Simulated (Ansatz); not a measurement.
# C3H7NOS: a ladder of functionals and wavefunction methods

One table from this session's results is given with a row withheld; the runs are named, their logs left out.

The runs use Ansatz 0.2.0, Gaussian basis; functionals in def2-TZVPP, the program's frozen cores in correlated methods.

Levels to be run: PBE-D4, r2SCAN-D4, PBE0-D4, B3LYP-D4, ωB97X-V, ωB97M-V, B2PLYP; CCSD(T)/def2-TZVPP; MP2/def2-QZVPP; extrapolation to the limit.

## The geometry

An earlier PBE0-D4 in a triple-zeta def2 set relaxation fixed the geometry.

SMILES `CC(N)(O)C=S`, 13 atoms, charge 0, spin multiplicity 1.

Atoms are counted from 1 here; the program's logs count them from 0.

Bond lengths: C1–C2 1.526 Å, C1–H7 1.093 Å, C1–H8 1.090 Å, C1–H9 1.091 Å, C2–N3 1.445 Å, C2–O4 1.401 Å, C2–C5 1.513 Å, N3–H10 1.013 Å, N3–H11 1.013 Å, O4–H12 0.973 Å, C5–S6 1.605 Å, C5–H13 1.090 Å. Angles: C2–C1–H7 108.2°, C2–C1–H8 110.1°, C2–C1–H9 111.4°, H7–C1–H8 108.1°, H7–C1–H9 109.0°, H8–C1–H9 109.9°, C1–C2–N3 108.8°, C1–C2–O4 109.0°, C1–C2–C5 108.2°, N3–C2–O4 113.3°, N3–C2–C5 105.5°, O4–C2–C5 111.8°, C2–N3–H10 109.6°, C2–N3–H11 109.6°, H10–N3–H11 107.5°, C2–O4–H12 107.1°, C2–C5–S6 125.0°, C2–C5–H13 113.4° and more.

The first run:

The input, in.yaml:

```yaml
crystal:
  periodic: [false, false, false]
  atoms:
    - {symbol: C, position_ang: [-0.546503, -0.677016, 1.097064]}
    - {symbol: C, position_ang: [0.046786, -0.098367, -0.184803]}
    - {symbol: N, position_ang: [1.482451, -0.253877, -0.145150]}
    - {symbol: O, position_ang: [-0.548413, -0.725789, -1.286938]}
    - {symbol: C, position_ang: [-0.198639, 1.394649, -0.186604]}
    - {symbol: S, position_ang: [-1.027662, 2.189535, -1.308284]}
    - {symbol: H, position_ang: [-0.357377, -1.753231, 1.106015]}
    - {symbol: H, position_ang: [-1.625071, -0.522043, 1.113720]}
    - {symbol: H, position_ang: [-0.093849, -0.228931, 1.982355]}
    - {symbol: H, position_ang: [1.874646, -0.019785, -1.049553]}
    - {symbol: H, position_ang: [1.714138, -1.221559, 0.045675]}
    - {symbol: H, position_ang: [-0.962233, -0.028169, -1.824917]}
    - {symbol: H, position_ang: [0.262228, 1.909981, 0.656221]}
basis:
  gaussian: {orbitals: def2-TZVPP}
hamiltonian: {xc: pbe, dispersion: d4}
output: {forces: true, orbitals: {seedname: orbitals}}
```

Launch:

```sh
ansatz run in.yaml --threads 2 --pin off --events-out ev --progress --plain --max-ram 22528MiB --backend cuda --devices 0, --max-vram 18GiB
```

Steps of the session up to this table: PBE-D4 (GGA); r2SCAN-D4 (meta-GGA); PBE0-D4 (hybrid); B3LYP-D4 (hybrid); ωB97X-V (range-separated); ωB97M-V (range-separated); B2PLYP (double hybrid); CCSD(T) in def2-TZVPP; MP2 in def2-QZVPP.

One table of the session follows, with a row left open; its other results are not shown here.

```
            method  atomisation energy (kJ/mol)
            PBE-D4                       5168.6
         r2SCAN-D4                       5016.4
           PBE0-D4                       5040.8
          B3LYP-D4                            ?
           ωB97X-V                       5020.3
           ωB97M-V                       5034.0
            B2PLYP                       4950.2
     HF/def2-TZVPP                       3446.3
    MP2/def2-TZVPP                       4967.8
   CCSD/def2-TZVPP                       4768.7
CCSD(T)/def2-TZVPP                       4866.1
           MP2/CBS                       5111.5
       CCSD(T)/CBS                       5009.8
```

Estimate the missing values for B3LYP-D4.

**Answer.** atomisation energy (kJ/mol): 5006.6. In the column «atomisation energy (kJ/mol)» it lies between MP2/def2-TZVPP (4967.8) and CCSD(T)/CBS (5009.8).
